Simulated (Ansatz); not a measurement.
Input file:

```yaml
crystal:
  periodic: [false, false, false]
  atoms:
    - {symbol: O, position_ang: [0.000000, -0.140858, 0.704556]}
    - {symbol: O, position_ang: [0.000000, 0.140858, -0.704556]}
    - {symbol: H, position_ang: [0.000000, 0.760781, 1.043581]}
    - {symbol: H, position_ang: [0.000000, -0.760781, -1.043581]}
basis:
  gaussian: {orbitals: cc-pVTZ}
total_charge: 1
magnetization: {spin_polarized: true, initial_magnetization: 1}
correlation: {method: ccsd_t, electrons: outside_noble_gas}
```

```sh
$ ansatz run in.yaml --threads 2 --pin off --events-out ev --progress --plain --max-ram 16896MiB --backend cuda --devices 0, --max-vram 18GiB
```

Q: Roughly how long does this take on 2 threads of AMD EPYC 7R13 with a shared H100 80 GB, shared host, and how much host memory?

A: 8 s wall and 0.83 GiB.

```
526 factors; integrals over basis functions are off by at most 7.7e-4 eV
mean field evaluation 1: about -4092.5627 eV, gradient 2.1e1 eV
mean field evaluation 2: about -4092.5679 eV, gradient 2.1e1 eV
mean field evaluation 4: about -4094.0588 eV, gradient 1.6e0 eV
mean field evaluation 8: about -4094.0784 eV, gradient 2.9e-4 eV
mean field evaluation 16: about -4094.0784 eV, gradient 2.4e-4 eV
mean field evaluation 32: about -4094.2857 eV, gradient 1.8e-4 eV
mean field evaluation 64: about -4091.9439 eV, gradient 7.2e-1 eV
mean field evaluation 96: about -4091.5156 eV, gradient 5.9e0 eV
mean field -4094.28568766 eV, -150.4622238151 hartree, gradient 3.4e-6 eV, S^2 0.796442; 4 other end points of the search recorded, 0 dependent functions left out
determinant -4094.28568766 eV, -150.4622238151 hartree, with singles and doubles -4107.40294232 eV, -150.9442740326 hartree
determinant -4094.07844899 eV, -150.4546079344 hartree, with singles and doubles -4107.47014297 eV, -150.9467436107 hartree
determinant -4091.96022304 eV, -150.3767645663 hartree, with singles and doubles -4104.29742701 eV, -150.8301484499 hartree
determinant -4094.28568766 eV, -150.4622238151 hartree, with singles and doubles -4107.38907253 eV, -150.9437643273 hartree
determinant -4094.07844899 eV, -150.4546079344 hartree, with singles and doubles -4107.41255984 eV, -150.9446274699 hartree
determinant -4094.28568766 eV, -150.4622238151 hartree, with singles and doubles -4107.40193661 eV, -150.9442370734 hartree
determinant -4094.07844899 eV, -150.4546079344 hartree, with singles and doubles -4107.41319579 eV, -150.9446508406 hartree
2 core orbitals not correlated: weight in the atoms' cores, before any rotation towards them, 1.000 or more for the frozen orbitals, at most 0.000 for the correlated occupied ones
reference -4094.07844899 eV, -150.4546079344 hartree; 7, 6 occupied and 79, 80 virtual orbitals, 526 factors
second order -13.31190690 eV of doubles, -0.00000000 eV of singles
cycle   1  -12.82466635 eV  change   -3.9e-2 eV  update   7.8e-2
cycle   2  -13.24668810 eV  change   -4.2e-1 eV  update   2.6e-2
cycle   3  -13.33414353 eV  change   -8.7e-2 eV  update   1.2e-2
cycle   4  -13.33380779 eV  change    3.4e-4 eV  update   3.2e-3
cycle   5  -13.33411140 eV  change   -3.0e-4 eV  update   1.2e-3
cycle   6  -13.33461517 eV  change   -5.0e-4 eV  update   4.8e-4
cycle   7  -13.33484643 eV  change   -2.3e-4 eV  update   1.6e-4
cycle   8  -13.33475963 eV  change    8.7e-5 eV  update   5.3e-5
cycle   9  -13.33473368 eV  change    2.6e-5 eV  update   2.0e-5
cycle  10  -13.33474738 eV  change   -1.4e-5 eV  update   7.1e-6
perturbative correction -0.59955060 eV, -0.0220330780 hartree
WARN: these amplitudes may be one of several solutions (largest doubles amplitude 0.07, level shift 2.08 eV)
Total energy: -4108.01274697 eV, -150.9666839399 hartree
```

The determinant lies 0.21 eV above the lowest one of its kind in the log.
